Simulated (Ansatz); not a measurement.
A nudged elastic band was laid between two geometries of H3Si + H4Si (9 atoms, charge 0, multiplicity 2).

Theory: Ansatz, UKS BHLYP/6-31G*.

- movable images: 9
- climbing image: yes
- spring: 5.0 eV/Å²
- optimiser: quadratic models (default)
- start path: through a guess of the saddle point
- force threshold: 0.03 eV/Å
- iteration limit: 10
- end points: relaxed

Initial state:

```xyz
9
Properties=species:S:1:pos:R:3
Si 0.000 0.000 -0.844
H 0.000 0.000 0.631
H 1.392 0.000 -1.336
H -0.695 1.205 -1.337
H -0.695 -1.205 -1.336
Si 0.000 0.000 4.611
H -0.759 -1.182 5.069
H 1.404 -0.066 5.068
H -0.644 1.249 5.068
```

Final state:

```xyz
9
Properties=species:S:1:pos:R:3
Si 0.001 0.000 -1.075
H -0.001 0.000 2.777
H 1.406 0.000 -1.533
H -0.702 1.217 -1.532
H -0.702 -1.217 -1.533
Si 0.000 0.000 4.253
H -0.752 -1.171 4.745
H 1.390 -0.066 4.745
H -0.638 1.236 4.745
```

Problem. Which bonds break or form, and what moves?

Solution. Bonds broken: Si1–H2. Bonds formed: H2–Si6.

Problem. What energy profile does the band end with?

Solution. The run converged. The highest image is number 5 of 0 to 10, 11.6 kcal/mol above the ends, which have the same energy within 2 meV. Another band between the same ends (9 images) ends at a top of the same energy, where a vibrational analysis finds 1 clearly imaginary mode.

```csv
image,path coordinate (Å),energy (kcal/mol),Si1–H2 (Å),H2–Si6 (Å)
0,0.00,0.0,1.48,3.98
1,0.60,0.1,1.48,3.58
2,1.20,0.4,1.48,3.18
3,1.79,1.5,1.48,2.79
4,2.39,4.2,1.49,2.39
5,2.99,11.6,1.77,1.77
6,3.55,4.5,2.37,1.49
7,4.11,1.7,2.74,1.48
8,4.67,0.5,3.11,1.48
9,5.23,0.1,3.48,1.48
10,5.79,0.0,3.85,1.48
```

Problem. What is the geometry of the highest image?

Solution. 
```xyz
9
Properties=species:S:1:pos:R:3
Si 0.000 0.000 -0.035
H 0.000 0.000 1.732
H 1.398 0.000 -0.516
H -0.698 1.210 -0.517
H -0.698 -1.210 -0.517
Si 0.000 0.000 3.501
H -0.755 -1.176 3.982
H 1.396 -0.066 3.982
H -0.641 1.242 3.982
```

Run time: 2.2 min on 1 thread of Arm Neoverse V2, on a shared host, peak memory 0.13 GiB.
